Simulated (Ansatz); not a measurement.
# AlSiH₂+ (triplet): the correlation ladder, def2-QZVPP

The task here is to estimate one member of a computed series from the others.

Program: Ansatz 0.2.0, Gaussian basis. Level of theory: def2-QZVPP, core rule «outside noble gas», up to 10 orbitals frozen. These are calculated values, not measurements.

To be run: UHF; ROHF; CCSD(T) on UHF.

## The system

The geometry is a PBE0/def2-TZVP stationary point (not a proven minimum) of the parent state, kept for this charge and spin.

4 atoms, charge 1, spin multiplicity 3.

Atoms are counted from 1 here; the program's logs count them from 0.

Bond lengths: Si1–Al2 2.337 Å, Si1–H3 1.490 Å, Si1–H4 1.490 Å. Angles: Al2–Si1–H3 125.4°, Al2–Si1–H4 125.4°, H3–Si1–H4 109.2°.

The first run:

in.yaml

```yaml
crystal:
  periodic: [false, false, false]
  atoms:
    - {symbol: Si, position_ang: [0.000000, 0.000000, 1.074378]}
    - {symbol: Al, position_ang: [0.000000, 0.000000, -1.263082]}
    - {symbol: H, position_ang: [0.000000, 1.214383, 1.937350]}
    - {symbol: H, position_ang: [0.000000, -1.214383, 1.937350]}
basis:
  gaussian: {orbitals: "def2-QZVPP.json"}
total_charge: 1
magnetization: {spin_polarized: true, initial_magnetization: 2}
hamiltonian: {xc: hf}
output: {orbitals: {seedname: orbitals}}
```

Command:

```console
> ansatz run in.yaml --threads 1 --pin off --events-out ev --progress --plain --max-ram 2393MiB
```

Steps of the session up to this table: UHF; ROHF; CCSD(T) on UHF.

One of the session's tables, all rows but one given; the rest of the session is left out.

```
  method  from UCCSD(T) (kcal/mol)
    ROHF                         ?
     UHF                   +110.22
    UMP2                    +22.30
   UCCSD                     +4.30
UCCSD(T)                         0
```

**Question.** Estimate the row for ROHF.

The run gave: from UCCSD(T) (kcal/mol): +113.45. In the column «from UCCSD(T) (kcal/mol)» it is the highest.
